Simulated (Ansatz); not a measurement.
## CO: from a trial structure to a relaxed crystal

Computed with DFT PBE, scalar-relativistic, plane waves, PAW (Ansatz 0.2.0). Cutoff 420 eV, Γ-centred k mesh, Gaussian smearing, no spin polarisation in the final step.

The start puts CO on the wurtzite structure type (P6_3mc, No. 186), with C in place of Zn, at a guessed volume.

```xyz
4
Lattice="3.3184 0.0000 0.0000 -1.6592 2.8738 0.0000 0.0000 0.0000 5.3143" Properties=species:S:1:pos:R:3 pbc="T T T"
C     0.0000    1.9159    0.0000
C     1.6592    0.9579    2.6571
O     0.0000    1.9159    2.0306
O     1.6592    0.9579    4.6877
```

Cell and atoms relax at zero pressure; the relaxation can't lower the symmetry of the start. After a coarse first stage the cell is made exact in the group found at 0.06 Å.

Energies over the elements count from the elements' standard structures at the same level (O₂ as a molecule), with no empirical corrections.

(1) Which crystal results?

(2) What are its volume, energy, density and gap?

## Answers

(1) It keeps P6_3mc (No. 186), but not the shape of the type it started on. Conventional cell: a = 4.469 Å, c = 7.764 Å. C has 1 O at 1.13 Å; around O lie 1 C at 1.13 Å.

```xyz
4
Lattice="4.4691 0.0000 0.0000 -2.2345 3.8704 0.0000 0.0000 0.0000 7.7641" Properties=species:S:1:pos:R:3 pbc="T T T"
C     0.0000    2.5802    0.9159
C     2.2345    1.2901    4.7979
O     0.0000    2.5802    2.0508
O     2.2345    1.2901    5.9329
```

(2) The volume per atom is 33.6 Å³ and the density is 0.7 g/cm³. The energy over the elements is -0.356 eV/atom and the gap on the 6×6×4 mesh is 6.33 eV.

The final run used a 6×6×4 mesh on its 4-atom cell and 0.02 eV smearing. No dispersion correction is applied, so the spacing between layers, chains or molecules is poorly fixed, and with it the volume and density. A structure relaxed within its symmetry needn't be a true minimum.

Cost: 4 runs of about 3 core-minutes in all, on Arm Neoverse V1 (shared hosts).